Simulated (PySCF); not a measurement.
System: rock-salt MgS. Method: MP2 (GTH pseudopotentials, Gaussian basis; PySCF).

Cell (relaxed at this level):

```yaml
crystal:
  lattice:
    - [0.00000, 2.58940, 2.58940]
    - [2.58940, 0.00000, 2.58940]
    - [2.58940, 2.58940, 0.00000]
  atoms:
    - { symbol: Mg, position: [0.00000, 0.00000, 0.00000] }
    - { symbol: S, position: [0.50000, 0.50000, 0.50000] }
```

Task: Give the computed bulk modulus, cohesive energy and pressure derivative B′ of the bulk modulus.

Result: 
* **bulk modulus**: 85.5 GPa ± 3
* **cohesive energy**: 4.37 eV/atom ± 0.1
* **pressure derivative B′ of the bulk modulus**: 4.0

Measured, for comparison: bulk modulus 81 GPa, cohesive energy 4.04 eV/atom (corrected for zero-point motion; as tabulated in Goldzak et al. (2022), arXiv:2208.04865). Computed (rounded) less measured: bulk modulus +6 %, cohesive energy +0.33 eV/atom.

A ± is a rough bar: the spread of an extrapolation, a floor set from checks against published values, or a statistical error.

The computed numbers hold no vibrational or temperature effects.

The result took about 13 core-hours (a rough figure).
